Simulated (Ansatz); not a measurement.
Two shapes of singlet C₃H₄.

Shape 1:

```xyz
7

C     0.0000    0.0000   -1.3078
C     0.0000    0.0000    0.0000
C     0.0000    0.0000    1.3078
H     0.0000   -0.9368   -1.8749
H     0.0000    0.9368   -1.8749
H    -0.9368    0.0000    1.8749
H     0.9368    0.0000    1.8749
```

Shape 2:

```xyz
7

C    -0.0107   -0.0158   -1.2616
C     0.0396   -0.0211    0.0221
C    -0.0007   -0.0471    1.3245
H    -0.0409   -0.9622   -1.8614
H     0.0329    0.9375   -1.8373
H    -0.9202    0.0108    1.8290
H     0.9266    0.0472    1.8879
```

Basis set: cc-pVTZ (spherical functions). Correlated methods keep 3 orbitals frozen. Charge 0, multiplicity 1.

Computed with Ansatz (development build ahead of 0.2.0); each method stands on the lowest determinant of its kind that the runs found.

Which shape is lower in energy, and by how much in each method?

```csv
method,E(2) − E(1) (eV)
RHF,0.071
RHF-MP2,0.096
```

Shape 1 is lower.
